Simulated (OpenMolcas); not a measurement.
**BSiH4 (SMILES B[SiH2]) at UHF/6-311++G(2d,2p) (electric field -0.002 a.u., field axis y)**

What is the energy difference between two shapes of BSiH4 at UHF/6-311++G(2d,2p) (electric field -0.002 a.u., field axis y)? 

The results are computed with OpenMolcas 26.06.

3 further runs of the same task are left out: 3 set aside as unsound or not needed.

## Step 1: The molecule

The species is BSiH4 (6 atoms), meant as a doublet with charge 0. As SMILES, `B[SiH2]`. The coordinates come from a GFN2-xTB relaxation.

Bond lengths: B1–Si2 1.878 Å, B1–H3 1.178 Å, B1–H4 1.178 Å, Si2–H5 1.473 Å, Si2–H6 1.473 Å. Angles: B1–Si2–H5 129.0°, B1–Si2–H6 128.8°, Si2–B1–H3 121.2°, Si2–B1–H4 121.3°, H5–Si2–H6 102.3°, H3–B1–H4 117.5°.

## Step 2: A single-point energy at UHF/6-311++G(2d,2p) (electric field -0.002 a.u., field axis y)

Contents of calc.inp:

```
&GATEWAY
BasLib=$CurrDir
Coord
6
angstrom
B       -0.003690      -1.037180       0.114670
Si       0.004430       0.829590      -0.091960
H       -0.730970      -1.564260       0.876300
H        0.717450      -1.725110      -0.512520
H        0.828120       1.658960      -0.988060
H       -0.815330       1.838000       0.601560
Basis=6-311ppG2d2p
Group=NoSym
&SEWARD
&FFPT
Dipole
Y 0.002
&SCF
UHF
Spin=2
PrOrbitals=0
```

The basis set 6-311++G(2d,2p) is read from a file made from the Basis Set Exchange's data (not shown).

Started as:

```bash
$ export MOLCAS_MEM=1860
$ pymolcas calc.inp > calc.log
```

Output, cut to the lines that bear on the results:

```text
--- Start Module: gateway ---
[...]
--- Stop Module: gateway /rc=_RC_ALL_IS_WELL_ ---
[...]
      Basis functions          102
[...]
--- Start Module: ffpt ---
[...]
--- Stop Module: ffpt /rc=_RC_ALL_IS_WELL_ ---
--- Start Module: scf ---
[...]
       Convergence after  13 Iterations
[...]
::    Total SCF energy                               -315.8879939744
[...]
      Total spin, S                                     0.5063635252
[...]
      Total electronic charge=   23.000000
      Total            charge=   -0.000000
[...]
      Dipole Moment (debye):
      Origin of the operator (angstrom)=    0.0019    0.2790   -0.0310
                   X=  4.9226E-03               Y=  3.4133E-01               Z= -6.1931E-02           Total=  3.4694E-01
      Quadrupole Moment (debye*angstrom):
[...]
--- Stop Module: scf /rc=_RC_ALL_IS_WELL_ ---
[...]
```

Wall time 11 s (1 thread of Arm Neoverse V1, shared host); peak memory 0.57 GiB.

## Step 3: The distorted shape

Contents of calc.input:

```
>>> EXPORT MOLCAS_PRINT=2

&GATEWAY
 BasLib = $CurrDir
 Coord
 6
 angstrom
 B       -0.077298      -1.234557       0.119468
 Si       0.011832       1.014171       0.028428
 H       -0.722359      -1.601933       1.026188
 H        0.642220      -1.859061      -0.395884
 H        0.784962       1.687534      -0.874288
 H       -0.786757       1.891094       0.595780
 Basis = 6-311ppG2d2p
 Group = NoSym

&SEWARD

&FFPT
 Dipole
 Y 0.002

&SCF
 UHF
 Spin = 2
 PrOrbitals = 0
```

The basis set 6-311++G(2d,2p) is read from a file made from the Basis Set Exchange's data (not shown).

Started as:

```bash
$ export MOLCAS_MEM=1860
$ pymolcas calc.input > calc.log
```

Output, cut to the lines that bear on the results:

```text
--- Start Module: gateway ---
[...]
--- Stop Module: gateway /rc=_RC_ALL_IS_WELL_ ---
[...]
      Basis functions          102
[...]
--- Start Module: ffpt ---
[...]
--- Stop Module: ffpt /rc=_RC_ALL_IS_WELL_ ---
--- Start Module: scf ---
[...]
       Convergence after  14 Iterations
[...]
::    Total SCF energy                               -315.8486833250
[...]
      Total spin, S                                     0.5100596642
[...]
      Total electronic charge=   23.000000
      Total            charge=   -0.000000
[...]
      Dipole Moment (debye):
      Origin of the operator (angstrom)=   -0.0140    0.3464    0.0573
                   X= -2.7181E-01               Y= -6.5881E-01               Z= -1.5294E-01           Total=  7.2891E-01
      Quadrupole Moment (debye*angstrom):
[...]
--- Stop Module: scf /rc=_RC_ALL_IS_WELL_ ---
[...]
```

Wall time 11 s (1 thread of Arm Neoverse V1, shared host); peak memory 0.57 GiB.

## Step 4: Results

At UHF/6-311++G(2d,2p) (electric field -0.002 a.u., field axis y):

```
                              quantity          value
             first shape: total energy  -315.88799 Eh
            first shape: dipole moment         0.35 D
                     first shape: ⟨S²⟩          0.763
         distorted shape: total energy  -315.84868 Eh
        distorted shape: dipole moment         0.73 D
                 distorted shape: ⟨S²⟩          0.770
energy change with the atoms displaced       1.070 eV
```

What this shows: With the atoms displaced the energy rises by 1.07 eV (25 kcal/mol). The first shape isn't relaxed at this level, so the change isn't measured from a minimum. Mulliken charges (first shape) run from -0.20 on H6 to +0.51 on Si2; in a basis this large or diffuse they mean little. Mulliken charges (distorted shape) run from -0.22 on H5 to +0.41 on Si2; in a basis this large or diffuse they mean little.
